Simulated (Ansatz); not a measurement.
α-quartz (SiO2)

Level of theory: LDA (Ansatz, a first-principles code, plane waves, PAW).

Settings: plane-wave cutoff 520 eV, 6×6×4 k mesh (along the axes of the cell as run), scalar-relativistic PAW data made under PBE.

Cell (relaxed at this level):

```cif
data_O6Si3
_chemical_formula_sum 'Si3 O6'
_space_group_name_H-M_alt 'P 1'
_space_group_IT_number 1
_cell_length_a 4.86597
_cell_length_b 4.86597
_cell_length_c 5.36513
_cell_angle_alpha 90.000
_cell_angle_beta 90.000
_cell_angle_gamma 120.000
loop_
_space_group_symop_operation_xyz
  'x, y, z'
loop_
_atom_site_label
_atom_site_type_symbol
_atom_site_fract_x
_atom_site_fract_y
_atom_site_fract_z
_atom_site_occupancy
Si1 Si 0.00000 0.46474 0.33333 1
Si2 Si 0.53526 0.53526 0.00000 1
Si3 Si 0.46474 0.00000 0.66667 1
O1 O 0.27615 0.41116 0.22121 1
O2 O 0.58884 0.86499 0.88788 1
O3 O 0.72385 0.13501 0.44545 1
O4 O 0.86499 0.58884 0.11212 1
O5 O 0.41116 0.27615 0.77879 1
O6 O 0.13501 0.72385 0.55455 1
```

```json
{
  "elastic constant C11": "75.1 GPa",
  "elastic constant C12": "11.2 GPa",
  "elastic constant C13": "10.3 GPa",
  "elastic constant C33": "99.8 GPa",
  "elastic constant C44": "53.5 GPa",
  "elastic constant C66": "31.9 GPa",
  "Voigt–Reuss–Hill bulk modulus": "34.6 GPa",
  "Voigt–Reuss–Hill shear modulus (Hill average)": "38.3 GPa",
  "young_modulus": "84.0 GPa",
  "poisson_ratio": "0.095"
}
```

Measured, for comparison: elastic constant C11 86.8 GPa, elastic constant C12 6.99 GPa, elastic constant C13 11.8 GPa, elastic constant C33 105 GPa, elastic constant C44 58.3 GPa, elastic constant C66 39.9 GPa (298 K, no zero-point or thermal correction, C14's sign depends on the axes; as tabulated in Xie et al. (2023), arXiv:2212.00284). Computed (rounded) less measured: elastic constant C11 -13 %, elastic constant C12 +60 %, elastic constant C13 -13 %, elastic constant C33 -5 %, elastic constant C44 -8 %, elastic constant C66 -20 %.

Elastic constants are with the ions relaxed.

It cost around 20 core-minutes (rough) of CPU time.
